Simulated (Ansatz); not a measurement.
## Zirconium, hcp: convergence with Fermi-Dirac smearing

Computed with Ansatz, PBE, scalar-relativistic PAW, on the relaxed cell (a = 3.232 Å, c = 5.174 Å (c/a = 1.601); spin not included). Errors count from a run at 420 eV on a Γ-centred 18×18×10 mesh with Fermi-Dirac smearing of 0.1 eV, extrapolated to zero width. Fixed here: cutoff 420 eV, mesh 11×11×6. The SCF starts from atomic densities corrected by a trained network.

| width (eV) | E(σ→0) error (meV/atom) | F error (meV/atom) | P (GPa) | SCF iterations |
| --- | --- | --- | --- | --- |
| 0.01 | -1.2 | -1.3 | -0.10 | 6 |
| 0.03 | -1.0 | -2.2 | -0.12 | 6 |
| 0.1 | 0.4 | -17.3 | 0.00 | 6 |
| 0.2 | 6.4 | -74.5 | 0.42 | 6 |
| 0.3 | 16.0 | -180.4 | 1.23 | 6 |
| 1.0 | -148.8 | -2102.8 | 11.44 | 6 |

What does the run at 0.6 give (width)?

E(σ→0) error (meV/atom): 8.9; F error (meV/atom): -780.0; P (GPa): 5.12; SCF iterations: 6.
